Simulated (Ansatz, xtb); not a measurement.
Species: SiF4, charge 0, multiplicity 1. SMILES: [Si](F)(F)(F)F
Structure (B3LYP-D3(BJ)/def2-TZVP (Ansatz, an electronic-structure program) minimum search):
```
Si
F 1 1.5673
F 1 1.5673 2 109.47
F 1 1.5673 2 109.47 3 -120.00
F 1 1.5673 2 109.47 4 -120.00
```

Harmonic wavenumbers from GFN2-xTB (xtb, at its own minimum), cm⁻¹: 169, 171, 269, 270, 270, 787, 1017, 1018, 1019.

**Question.** Give the harmonic wavenumbers at B3LYP-D3(BJ)/def2-TZVP (Ansatz, finite differences of forces, unscaled).

**Answer.** 257, 257, 380, 380, 380, 785, 1018, 1018, 1018 cm⁻¹. Zero-point energy 7.9 kcal/mol.

**Question.** From these and the geometry, give the ideal-gas thermochemistry at 298.15 K and 1 atm (rigid rotor, harmonic oscillator).

**Answer.** Point group Td, rotational symmetry number 12. Rotational constants 4.061, 4.061, 4.061 GHz. S(trans) 39.84, S(rot) 21.04, S(vib) 6.96, S(elec, spin only) 0.00, S 67.8 cal/(mol K). H(298) - H(0) 3.70 kcal/mol; G - E(el) -8.7 kcal/mol. Tabulated S at 1 bar: 67.6 cal/(mol K) (CRC Handbook, as tabulated in the package chemicals).
